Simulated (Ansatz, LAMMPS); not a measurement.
## hcp Co, bulk modulus B0

Reference value: 193 GPa (measured, zero-point energy and finite temperature contributions removed, our sources range from 193 to 198; as tabulated in doi:10.1021/acs.jctc.3c00612).

```csv
level (code),value (GPa),cell (Å³/atom),error (%)
Lennard-Jones uff-vdw (LAMMPS),0.43,15.37,-100
LDA (Ansatz),273,10.01,+41
PBE (Ansatz),215,10.86,+11.4
PBEsol (Ansatz),242,10.37,+25
rVV10 (Ansatz),211,11.02,+9.3
r²SCAN-D4 (Ansatz),228,10.55,+18.1
r²SCAN+rVV10 (Ansatz),230,10.53,+19.2
```

Leaving aside Lennard-Jones uff-vdw (doubt noted below): Of the ranked levels rVV10 (+9.3 %) comes nearest. Among them LDA (+41 %) misses by most. No ranked level lands within 5 %. All 6 levels lie above the reference. A very large miss is first of all the level's own, though another phase or state, or a fault of the measured value, is possible (LDA).

Spin-polarised runs: LDA (parallel moments), PBE (parallel moments), PBEsol (parallel moments), rVV10 (parallel moments), r²SCAN-D4 (parallel moments), r²SCAN+rVV10 (parallel moments). Lennard-Jones uff-vdw: this is a force field's van der Waals term alone, without bonds or charges. Each level is taken at its own relaxed cell. Cutoffs differ between the levels. Ansatz's density-functional and Hartree–Fock values are scalar-relativistic unless marked +SOC, with PAW data made under PBE.

Differences are worked out from the printed values.

Ansatz is a quantum-chemistry and plane-wave program.
